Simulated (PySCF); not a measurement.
Stepwise substitution at one centre (C C2H5-H). Isolated molecules, 0 K electronic values unless said otherwise. One relaxed conformer stands for each flexible species; it need not be the lowest. Strings in code marks are SMILES.

Quantity: vertical ionisation energy (energy after one electron is removed minus that of the parent at the parent's geometry), in eV.

Case: `CCC`. Geometry of `C(C)C` (neutral, multiplicity 1, Å):

```xyz
11

C     -1.2910    -0.1305     0.0188
C      0.0502     0.5320    -0.3025
C      1.2538    -0.2641     0.2056
H     -1.3602    -1.1414    -0.4357
H     -2.1470     0.4646    -0.3592
H     -1.4273    -0.2538     1.1140
H      0.1384     0.6754    -1.4020
H      0.0718     1.5549     0.1337
H      1.2827    -1.2802    -0.2417
H      1.2156    -0.3926     1.3080
H      2.2130     0.2357    -0.0391
```

Question: What vertical ionisation energy (energy after one electron is removed minus that of the parent at the parent's geometry) does PBE/6-31G* // PBE-D3(BJ)/def2-SVP (PySCF) give?

Answer: 10.91 eV.
